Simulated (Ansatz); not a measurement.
Molecule (SMILES): F (HF).
Geometry (B3LYP-D3(BJ)/def2-TZVP, fixed):
```xyz
2

F      0.0000     0.0000    -0.0925
H      0.0000     0.0000     0.8321
```
Charge 0, spin multiplicity 1.

Basis-set convergence of the dipole moment at CCSD(T) with Ansatz (a quantum-chemistry and plane-wave program). Dipoles come from the density behind the forces; the sign is taken along the dipole that this method gives in the largest set. The reference of a correlated method is not its basis-set limit, which lies further on. All functions are spherical. Cores are frozen. No added dispersion term, no relativity. Reference: the value in aug-pcseg-3, 1.808 D, itself unsure by roughly 0.002 D (its mean distance from aug-cc-pVQZ, def2-QZVPPD). Deviations are taken from unrounded values. Cost is core time over that of cc-pVQZ, rough, on shared machines of one kind; a dash marks a row that isn't timed (too short, read off another run, short of memory, by another algorithm or on other hardware).

```json
[
 {"basis": "def2-SV(P)", "functions": "16", "dipole moment (D)": "2.009", "minus reference (D)": "0.201", "cost": "-"},
 {"basis": "cc-pVDZ", "functions": "19", "dipole moment (D)": "1.831", "minus reference (D)": "0.023", "cost": "-"},
 {"basis": "def2-SVP", "functions": "19", "dipole moment (D)": "1.879", "minus reference (D)": "0.071", "cost": "-"},
 {"basis": "def2-TZVP", "functions": "37", "dipole moment (D)": "1.932", "minus reference (D)": "0.124", "cost": "-"},
 {"basis": "cc-pVTZ", "functions": "44", "dipole moment (D)": "1.819", "minus reference (D)": "0.011", "cost": "-"},
 {"basis": "def2-TZVPP", "functions": "45", "dipole moment (D)": "1.835", "minus reference (D)": "0.027", "cost": "-"},
 {"basis": "cc-pVQZ", "functions": "85", "dipole moment (D)": "1.821", "minus reference (D)": "0.013", "cost": "1×"},
 {"basis": "def2-QZVPP", "functions": "87", "dipole moment (D)": "1.831", "minus reference (D)": "0.023", "cost": "2×"},
 {"basis": "d-aug-cc-pVTZ", "functions": "94", "dipole moment (D)": "1.800", "minus reference (D)": "-0.008", "cost": "1×"},
 {"basis": "cc-pV5Z", "functions": "146", "dipole moment (D)": "1.824", "minus reference (D)": "0.016", "cost": "9×"}
]
```

The smallest set listed that lies within 0.1 D of the reference with all its larger relatives (same family, alike in diffuse functions; a set with none counts only in the reference's own line) is cc-pVDZ (19 functions, 0.023 D off). Inside the window by cancellation, since a larger relative falls out: def2-SVP. Inside, with no larger relative to test it: d-aug-cc-pVTZ.
